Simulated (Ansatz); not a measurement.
# Property card for Sn₃O₄

Theory: DFT PBE, scalar-relativistic, plane waves, PAW in Ansatz 0.2.0.

Plane waves to 420 eV, a k mesh through Γ of 6×6×6 on the computed 14-atom cell and Gaussian smearing (0.10 eV); no spin polarisation.

The structure is relaxed at this level of theory with its symmetry kept. Whether it is the stable form of this composition wasn't checked.

```cif
data_structure
_symmetry_space_group_name_H-M 'Pmmm'
_symmetry_Int_Tables_number 47
_cell_length_a 3.0493
_cell_length_b 5.8454
_cell_length_c 7.1965
_cell_angle_alpha 90.000
_cell_angle_beta 90.000
_cell_angle_gamma 90.000
_cell_volume 128.27
loop_
_atom_site_label
_atom_site_type_symbol
_atom_site_symmetry_multiplicity
_atom_site_Wyckoff_symbol
_atom_site_fract_x
_atom_site_fract_y
_atom_site_fract_z
_atom_site_occupancy
Sn1 Sn 2 r 0.00000 0.50000 0.79897 1
Sn2 Sn 1 d 0.50000 0.00000 0.50000 1
O1 O 4 v 0.50000 0.27387 0.72016 1
```

| Item | Value |
| --- | --- |
| Space group | Pmmm (No. 47) |
| Volume per atom | 18.32 Å³ |
| Formation energy from the elements' standard states (uncorrected) | -1.156 eV/atom |
| Kohn–Sham band gap | none (metal) |
| Density of states at the Fermi level | 0.13 states/eV per cell (so small that it hangs on the mesh: a semimetal, or crossings between mesh points) |
| Löwdin character within 0.5 eV of the Fermi level | O 2p 49 %, Sn 5p 27 %, Sn 5s 18 % |

Cost: 1 run of about 12 core-minutes, on Arm Neoverse V1 (shared hosts).